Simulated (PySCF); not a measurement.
Diamond-structure Si was calculated with PBE in PySCF (GTH pseudopotentials, Gaussian basis).

Cell (relaxed at this level):

```xyz
2
Lattice="0.0000 2.7407 2.7407 2.7407 0.0000 2.7407 2.7407 2.7407 0.0000" Properties=species:S:1:pos:R:3 pbc="T T T"
Si     0.0000     0.0000     0.0000
Si     1.3704     1.3704     1.3704
```

Task: Give the computed bulk modulus, cohesive energy and pressure derivative B′ of the bulk modulus.

Result: 
- bulk modulus = 89.7 GPa ± 3
- cohesive energy = 4.49 eV/atom ± 0.07
- pressure derivative B′ of the bulk modulus = 4.4

Measured, for comparison: bulk modulus 101 GPa (0 K value with zero-point phonon effects removed; as tabulated in Sun et al. (2011), doi:10.1103/physrevb.84.035117); cohesive energy 4.68 ± 0.08 eV/atom (from 0 K enthalpies of formation; zero-point vibration energy (9/8 kB θD) added; as tabulated in Csonka et al. (2009), arXiv:0903.4037). Computed (rounded) less measured: bulk modulus -11 %, cohesive energy -0.19 eV/atom.

A ± is a rough bar: the spread of an extrapolation, a floor set from checks against published values, or a statistical error.

Computing time: roughly 5 core-hours.
